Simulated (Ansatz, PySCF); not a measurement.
Reaction (SMILES): C#N (CHN) -> C#N (CHN) as triplet, charge 0 (to the triplet)

Wanted: adiabatic triplet-singlet gap, E(triplet) - E(singlet) (0 K, with zero-point energies), in eV. Set-up: spin-orbit terms left out; non-relativistic; LANL2DZ all-electron up to Ne; 6-31G* and kin with 6d, 5d where marked; 6-311+G** with 5d; frozen cores in correlated levels; no dispersion term unless named; UHF or UKS for open shells. First-principles rows: single points at B3LYP-D3(BJ) geometries (Ansatz, a first-principles code), with unscaled harmonic terms from B3LYP/6-31G* at its own minima. A UHF reference is markedly spin-contaminated in at least one set, which strains HF and MP2. Levels can end on unlike triplets.

```csv
level,program,"adiabatic triplet-singlet gap, E(triplet) - E(singlet) (0 K, with zero-point energies) (eV)"
HF/STO-3G,Ansatz,3.34
HF/3-21G,Ansatz,3.71
HF/LANL2DZ,Ansatz,3.32
PBE/LANL2DZ,Ansatz,4.36
PBE/6-31G*,Ansatz,4.47
B3LYP/6-31G*,Ansatz,4.46
B3LYP/6-31+G*,Ansatz,4.44
B3LYP/def2-SVP,Ansatz,4.52
B3LYP/6-311+G**,Ansatz,4.56
B3PW91/6-31G* (5d),PySCF,4.41
M06-2X/def2-TZVPD,PySCF,4.79
B2PLYP-D3(BJ)/def2-TZVPD,Ansatz + dftd3,4.76
```

No value to compare with is used here. The 10 habitual levels span 3.32 (HF/LANL2DZ) to 4.56 eV (B3LYP/6-311+G**); M06-2X/def2-TZVPD gives 4.79.

The levels are drawn from those run, B3LYP/6-31G* more often than the rest, none by its result; runs whose electronic state is in doubt are left out.
